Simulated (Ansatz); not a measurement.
A run of Ansatz (development build ahead of 0.2.0) on doublet SiH at this shape:

```xyz
2

Si    0.0000    0.0000   -0.0945
H     0.0000    0.0000    1.3229
```

Its results:

```
Converged                       : yes
Total energy                    : -289.43078 hartree
Spin squared of the determinant : 0.837
```

(1) Which input gives this output? Name the method, the orbitals and the basis set, and write the input.

## Answers

(1) UHF in def2-TZVP.

```yaml
crystal:
  periodic: [false, false, false]
  atoms:
    - { symbol: Si, position_ang: [0.0, 0.0, -0.09449] }
    - { symbol: H, position_ang: [0.0, 0.0, 1.32291] }
basis:
  gaussian: { orbitals: def2-TZVP }
magnetization:
  spin_polarized: true
  initial_magnetization: 1
hamiltonian:
  xc: hf
```
